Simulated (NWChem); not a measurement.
**Ionisation of Na (-1)**

```
Na
```
Charge -1, spin multiplicity 1.

Everything below was run with NWChem.

Basis set: def2-TZVPD. −ε marks an orbital energy of the parent.

B3LYP has NWChem's definition, with VWN1-RPA local correlation.

### Question
Order these methods by the first vertical ionisation energy they give, lowest first: −ε(HOMO) of HF, −ε(HOMO) of BLYP, −ε(HOMO) of B3LYP, −ε(HOMO) of PBE0, −ε(HOMO) of PBE.

### Answer
−ε(HOMO) of BLYP (-1.38 eV), −ε(HOMO) of PBE (-1.13 eV), −ε(HOMO) of B3LYP (-0.88 eV), −ε(HOMO) of PBE0 (-0.67 eV), −ε(HOMO) of HF (-0.41 eV)
